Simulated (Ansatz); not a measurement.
Redistribution: C2ClF3 + C4H9F → C2F4 + C4H9Cl

Gas-phase species: C2ClF3 (chlorotrifluoroethylene) `FC(F)=C(F)Cl`, singlet; C4H9F (1-fluorobutane) `CCCCF`, singlet; C2F4 (tetrafluoroethylene) `FC(F)=C(F)F`, singlet; C4H9Cl (1-chlorobutane) `CCCCCl`, singlet. The partners trade Cl for F; both sit on C, so the bond types are kept.

Shapes, held fixed at every level: PBE0-D4/def2-TZVP. Flexible molecules stand in one conformer, not always the lowest. Programs: Ansatz 0.2.0. The zero-point and thermal change to 298 K, harmonic and unscaled (PBE0-D4/def2-TZVP), is +0.1 kJ/mol.

| level | kind | ΔH(298 K) (kJ/mol) | less CCSD(T)/CBS estimate |
| --- | --- | --- | --- |
| PBE-D4/def2-TZVPP | GGA | -5.2 | +1.2 |
| r2SCAN-D4/def2-TZVPP | meta-GGA | -5.1 | +1.3 |
| B3LYP-D4/def2-TZVPP | global hybrid | -5.0 | +1.4 |
| wB97X-V/def2-TZVPP | range-separated hybrid | -5.8 | +0.6 |
| MP2/def2-SVP | perturbation theory | -9.3 | -2.9 |
| CCSD(T)/def2-SVP | coupled cluster or CI | -9.2 | -2.8 |
| CCSD/def2-TZVPP | coupled cluster or CI | -7.5 | -1.1 |
| CCSD(T)/CBS estimate | coupled cluster or CI | -6.4 | 0.0 |

The highest level, CCSD(T)/CBS estimate, gives ΔH(298 K) = -6.4 kJ/mol; the levels span -9.3 to -5.0. The column of differences is taken from that level and isn't an error. No measured value is set beside it here. The CBS estimate extrapolates MP2 from def2-TZVPP and def2-QZVPP and adds CCSD(T) − MP2 in the triple-zeta set, cores frozen.
